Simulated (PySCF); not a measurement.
**A thermochemical cycle for SiP**

PBE in PySCF with x2c-SVPall on every atom, spin-free X2C, for the lowest determinant that a PBE0 search found; no spin–orbit coupling. SiP, a doublet (π ↑), has De = 3.88 eV to neutral atoms, and SiP⁺, a triplet (π ↑↑), has De = 3.22 eV to Si⁺ + P.

The adiabatic ionisation energy of SiP, between the minima, is 8.82 eV.

Question: Which ionisation energy of the Si atom does this level give?

Answer: IE(Si) = IE(molecule) + De(ion) − De(neutral) = 8.82 + 3.22 − 3.88 = 8.16 eV; the measured value is 8.152 eV (NIST ASD).

For an ion De counts to the pair picked by the measured ionisation energies or electron affinities, which need not be the lowest pair at this level. States were picked by a PBE0 search and need not be the measured ground states.
